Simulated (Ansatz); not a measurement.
Geometry optimisation, Ansatz 0.2.0, RKS PBE/6-31G.

The input (input.yaml):

```yaml
crystal:
  periodic: [false, false, false]
  atoms:
    - { symbol: C, position_ang: [-0.0867, -2.3204, 0.5983] }
    - { symbol: S, position_ang: [-1.239, -0.9186, 0.1245] }
    - { symbol: C, position_ang: [-0.0581, 0.4546, 0.1088] }
    - { symbol: C, position_ang: [0.8408, 0.4871, -1.1813] }
    - { symbol: C, position_ang: [-0.7526, 1.7629, 0.3334] }
    - { symbol: F, position_ang: [0.8502, 0.293, 1.1503] }
    - { symbol: H, position_ang: [0.6897, -2.3971, -0.1452] }
    - { symbol: H, position_ang: [-0.675, -3.1857, 0.6159] }
    - { symbol: H, position_ang: [0.2997, -2.0865, 1.6182] }
    - { symbol: H, position_ang: [1.494, 1.2995, -1.1392] }
    - { symbol: H, position_ang: [1.3409, -0.4398, -1.2882] }
    - { symbol: H, position_ang: [0.1403, 0.6203, -2.0351] }
    - { symbol: H, position_ang: [-1.525, 2.015, -0.4594] }
    - { symbol: H, position_ang: [-0.0627, 2.6092, 0.4099] }
    - { symbol: H, position_ang: [-1.2785, 1.7556, 1.3184] }
basis:
  gaussian: { orbitals: "6-31G" }
hamiltonian:
  xc: pbe
relax:
  f_tol: 0.015
  max_steps: 40
```

Command:

```bash
$ ansatz run input.yaml --threads 1 --pin off --max-ram 2048MiB --backend cpu --events-out ev --progress --plain --runs-dir out
```

Task: Where does it end, and by what steps?

Result: The run converged. Limits of this set-up: no polarisation functions. After 9 steps the energy has fallen by 0.499 eV; H9 moved furthest, 0.65 Å.

| step | energy less start (eV) | largest force component (eV/Å) | accepted |
| --- | --- | --- | --- |
| 0 | 0.0000 | 3.485 | yes |
| 1 | -0.3890 | 1.337 | yes |
| 2 | -0.4717 | 0.341 | yes |
| 3 | -0.4872 | 0.226 | yes |
| 4 | -0.4940 | 0.061 | yes |
| 5 | -0.4969 | 0.064 | yes |
| 6 | -0.4977 | 0.128 | yes |
| 7 | -0.4946 | 0.151 | no |
| 8 | -0.4988 | 0.017 | yes |
| 9 | -0.4989 | 0.012 | yes |

```xyz
15
Properties=species:S:1:pos:R:3
C -0.089 -2.342 0.459
S -1.305 -0.909 0.264
C -0.051 0.533 0.173
C 0.852 0.452 -1.049
C -0.828 1.833 0.314
F 0.825 0.419 1.341
H 0.309 -2.665 -0.513
H -0.648 -3.162 0.929
H 0.715 -2.004 1.128
H 1.585 1.277 -1.019
H 1.406 -0.499 -1.071
H 0.257 0.536 -1.972
H -1.539 1.955 -0.520
H -0.124 2.682 0.304
H -1.386 1.845 1.262
```

Run time: 54 s on 1 thread of Arm Neoverse V1, on a shared host, peak memory 0.14 GiB.
